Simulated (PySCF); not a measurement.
Formyl fluoride, CHFO.
Cartesian coordinates in Å at the PBE0-D3(BJ)/def2-TZVP level; atoms count from 1:
```
atom  x, y, z in Å
O1    -0.860   -0.872    0.103
C2    -0.075   -0.005   -0.007
F3     1.244   -0.216    0.001
H4    -0.271    1.067   -0.130
```

Level of theory: PySCF, TDDFT CAM-B3LYP/aug-cc-pVTZ, vertical, gas phase, core orbitals frozen in the response. Geometry: PBE0-D3(BJ)/def2-TZVP; no solvent, vibrations or thermal averaging.

Orbital energies (eV): HOMO-3 -15.99, HOMO-2 -13.72, HOMO-1 -12.89, HOMO -11.12, LUMO 0.10, LUMO+1 0.26, LUMO+2 1.27.

Among the lowest singlets, which states do these configurations lead, and at what energies: HOMO-1→LUMO+1, HOMO→LUMO+1, HOMO-1→LUMO+2, HOMO→LUMO, HOMO-2→LUMO+1, HOMO-2→LUMO?

```json
{"state": "S1", "leading configuration": "HOMO→LUMO", "weight": "0.94", "Δε (eV)": "11.22", "E (eV)": "5.98", "E − Δε (eV)": "-5.24", "f": "0.0020", "other configurations": "–"}
{"state": "S2", "leading configuration": "HOMO→LUMO+1", "weight": "0.84", "Δε (eV)": "11.38", "E (eV)": "8.69", "E − Δε (eV)": "-2.70", "f": "0.014", "other configurations": "–"}
{"state": "S3", "leading configuration": "HOMO-2→LUMO", "weight": "0.95", "Δε (eV)": "13.82", "E (eV)": "8.93", "E − Δε (eV)": "-4.89", "f": "0.0002", "other configurations": "–"}
{"state": "S8", "leading configuration": "HOMO-1→LUMO+1", "weight": "0.85", "Δε (eV)": "13.16", "E (eV)": "10.43", "E − Δε (eV)": "-2.73", "f": "0.0077", "other configurations": "H-1→L+5 (9%)"}
{"state": "S9", "leading configuration": "HOMO-1→LUMO+2", "weight": "0.86", "Δε (eV)": "14.16", "E (eV)": "10.98", "E − Δε (eV)": "-3.18", "f": "0.0005", "other configurations": "–"}
{"state": "S10", "leading configuration": "HOMO-2→LUMO+1", "weight": "0.78", "Δε (eV)": "13.98", "E (eV)": "11.17", "E − Δε (eV)": "-2.81", "f": "0.0083", "other configurations": "–"}
```

E − Δε runs from -5.24 to -2.70 eV. By orbital difference alone the order would be S1, S2, S8, S3, S10, S9. Δε is the difference of the two orbital energies.

H and L stand for HOMO and LUMO. The other states: S4 9.15 eV, f 0.081, H-1→L (43%), H→L+2 (42%); S5 9.46 eV, f 0.070, H→L+3 (41%), H→L+2 (35%), H-1→L (17%); S6 9.83 eV, f 0.0089, H→L+4 (93%); S7 10.09 eV, f 0.109, H→L+3 (48%), H-1→L (24%), H→L+2 (18%).

Pair triplets and singlets of the same leading configuration (75% or more in both) and give the splittings.

```
configuration  triplet  E(T) (eV)  singlet  E(S) (eV)  E(S) − E(T) (eV)
    HOMO→LUMO       T1       5.37       S1       5.98             +0.61
  HOMO-2→LUMO       T3       8.39       S3       8.93             +0.54
  HOMO→LUMO+1       T4       8.57       S2       8.69             +0.12
```

The 4 triplets are Tamm–Dancoff values, the singlets full response.

Summed over the main configurations (up to three a state, each over 8%) of all 10 singlets, the electron leaves HOMO with weight 4.54, HOMO-1 with weight 2.65 and HOMO-2 with weight 1.73.

Hardware: one thread of an Arm Neoverse N1, shared host with 64 logical CPUs at a one-minute load of 53. Cost: 9.7 s wall, 0.51 GiB resident at most.
